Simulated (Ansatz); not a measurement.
AlH3, SMILES [AlH3], a composite energy at a relaxed geometry

Computed with Ansatz 0.2.0, Python API.

The script, `composite_alh3.py`:
```python
"""Relax AlH3 cheaply, then refine its energy."""

import itertools

import ansatz as az
from ase.data import atomic_numbers, covalent_radii
import numpy as np

BASIS = "def2-SVP"
FUNCTIONAL = "pbe0"

geometry_ang = [
    ("Al", (0.0439, -0.056, 0.0094)),
    ("H", (0.6309, 0.6899, 1.2802)),
    ("H", (-1.3943, -0.8404, 0.1215)),
    ("H", (0.775, 0.1462, -1.4314)),
]
mol = az.Crystal.molecule()
for symbol, xyz in geometry_ang:
    mol = mol.atom(symbol, xyz)

model = mol.calculation().basis(gaussian=BASIS).functional(FUNCTIONAL)
symbols = [site.symbol for site in mol.cartesian_sites]
start = np.array([site.position_ang for site in mol.cartesian_sites], dtype=float)
r = model.relax(force_tolerance=0.01, max_steps=100).run().report
end = np.array(r["positions_ang"])
# pairs closer than 1.2 times the sum of covalent radii, before or after
radius = [covalent_radii[atomic_numbers[s]] for s in symbols]
span = lambda where, i, j: np.linalg.norm(where[i] - where[j])
bonded = [(i, j) for i, j in itertools.combinations(range(len(symbols)), 2) if min(span(start, i, j), span(end, i, j)) < 1.2 * (radius[i] + radius[j])]
print("pair        before    after (A)")
for i, j in bonded:
    print(f"{symbols[i]}{i}-{symbols[j]}{j}".ljust(10), f"{span(start, i, j):8.4f} {span(end, i, j):8.4f}")

minimum = az.Crystal.molecule()
for symbol, place in zip(symbols, end):
    minimum = minimum.atom(symbol, place.tolist())
at_minimum = minimum.calculation()
# MP2 extrapolated to the basis limit, plus the small-basis difference CCSD(T) - MP2
level = lambda method, basis: at_minimum.basis(gaussian=basis).correlation(method).run().report
small, large, cluster = level("mp2", "cc-pVDZ"), level("mp2", "cc-pVTZ"), level("ccsd_t", "cc-pVDZ")
corr = lambda each: (each["free_energy_ev"] - each["reference_energy_ev"]) / 27.211386246
mp2_limit = (27 * corr(large) - 8 * corr(small)) / 19
pieces = {"HF / cc-pVTZ": large["reference_energy_ev"] / 27.211386246, "MP2 correlation, DZ-TZ limit": mp2_limit, "CCSD(T) - MP2 / cc-pVDZ": corr(cluster) - corr(small)}
for name, value in pieces.items():
    print(f"{name:32s} {value:14.6f} Ha")
print(f"{'sum':32s} {sum(pieces.values()):14.6f} Ha")
print("T1 diagnostic", round(cluster["correlation"]["coupled_cluster"]["t1_diagnostic"], 4))
```

```console
$ python composite_alh3.py
pair        before    after (A)
Al0-H1       1.5861   1.5905
Al0-H2       1.6420   1.5905
Al0-H3       1.6283   1.5905
HF / cc-pVTZ                        -243.644238 Ha
MP2 correlation, DZ-TZ limit          -0.100980 Ha
CCSD(T) - MP2 / cc-pVDZ               -0.025406 Ha
sum                                 -243.770624 Ha
T1 diagnostic 0.0088
```

What to keep in mind:
- Total energies depend on the basis set; only differences at equal settings carry meaning.
- The sum leaves out core correlation, relativity, the Hartree-Fock basis error and zero-point energy; a DZ-TZ extrapolation is rough.
- Inner cores stay frozen, so this is valence correlation.
- For Al to Cl the sets with a tight d function, cc-pV(X+d)Z, are usual.
- An extrapolation from small basis sets is rough.
- Timing: 2.9 s on 1 thread of Arm Neoverse V1, with other jobs on the host, peak memory 0.17 GiB.
